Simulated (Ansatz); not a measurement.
**InP: pressure series**

The reference is InP in the zinc blende structure (space group F-43m, No. 216).

```
InP
1.0
    0.00000     2.97976     2.97976
    2.97976     0.00000     2.97976
    2.97976     2.97976     0.00000
In P
1 1
Direct
  0.00000   0.00000   0.00000
  0.25000   0.25000   0.25000
```

Cell and atoms are relaxed at each pressure.

Computed with Ansatz (a first-principles code), PBE, PAW, cutoff 420 eV, spin-orbit coupling left out.

```
pressure (GPa)  volume per atom (Å³/atom)
--------------  -------------------------
-2                                 27.448
-1                                 26.926
0                                  26.457
2.1                                25.609
4.5                                     ?
9                                  23.570
15                                 22.319
22.5                               21.120
30                                 20.172
```

### Question
Fit the third-order Birch–Murnaghan form P(V) = (3B₀/2)[(V₀/V)^(7/3) − (V₀/V)^(5/3)]·[1 + (3/4)(B₀′ − 4)((V₀/V)^(2/3) − 1)] (squares taken in P) to the rows shown and predict the withheld row.

### Answer
Least squares on the printed values gives V₀ = 26.463 Å³/atom, B₀ = 60.1 GPa, B₀′ = 4.5; this predicts 24.803 Å³/atom, and the run gives 24.792 Å³/atom, 0.011 lower.

Measured bulk modulus of InP: 72 GPa (static lattice; corrected from measurement; as listed in Daniel Mejia-Rodriguez, S. B. Trickey, Phys. Rev. B (2018)); the computed value is 17 % below it.

Load acts through the strain it causes; cell and atoms are relaxed under it. Stability against distortions was not tested. Measured, InP leaves this structure (for rock salt) near 9.8 GPa (temperature not stated; as listed in Datta, Sujoy, Jana, Debnarayan, arXiv (2020)).
